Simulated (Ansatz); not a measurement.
The input, for Ansatz 0.2.0:

```yaml
crystal:
  periodic: [false, false, false]
  atoms:
    - {symbol: Ge, position_ang: [0.000000, 0.000000, 0.000000]}
    - {symbol: F, position_ang: [0.000000, 0.000000, 1.676300]}
basis:
  gaussian: {orbitals: cc-pVDZ}
total_charge: 1
magnetization: {spin_polarized: false, initial_magnetization: 2}
correlation: {method: sc_nevpt2, electrons: valence, active_space: {window: {electrons: 2, orbitals: 3}}}
scf: {lower_state_search: light}
```

```sh
$ ansatz run in.yaml --threads 1 --pin off --events-out ev --progress --plain --max-ram 2393MiB
```

Log:

```
460 factors; integrals over basis functions are off by at most 9.0e-4 eV
mean field evaluation 1: about -59158.9174 eV, gradient 6.4e1 eV
mean field evaluation 2: about -59158.9212 eV, gradient 6.4e1 eV
mean field evaluation 4: about -59166.9702 eV, gradient 1.1e1 eV
mean field evaluation 8: about -59167.3879 eV, gradient 5.7e-1 eV
mean field evaluation 16: about -59165.2604 eV, gradient 4.3e0 eV
mean field evaluation 32: about -59165.0634 eV, gradient 4.1e0 eV
mean field evaluation 64: about -59166.5851 eV, gradient 9.7e0 eV
mean field evaluation 96: about -59166.9626 eV, gradient 1.1e1 eV
mean field -59167.39170325 eV, -2174.3615399958 hartree, gradient 3.1e-6 eV, S^2 2.000000; 6 other end points of the search recorded, 0 dependent functions left out
reference -59167.39170325 eV, -2174.3615399958 hartree; 21, 19 occupied and 20, 22 virtual orbitals, 460 factors
state -59167.39170325 eV, -2174.3615399958 hartree
state -59167.39170325 eV, -2174.3615399958 hartree; corrected -59173.93748159 eV, -2174.6020929131 hartree
WARN: 1 active orbitals are nearly empty or full. The corrections depend on them more than the energy does, and are more stable in an active space without them
Total energy: -59173.93748159 eV, -2174.6020929131 hartree
```

Natural occupations: 1.0000 1.0000 0.0000.

Ran on 1 thread of Arm Neoverse V2, shared host: 4 s wall, 0.09 GiB peak host memory.
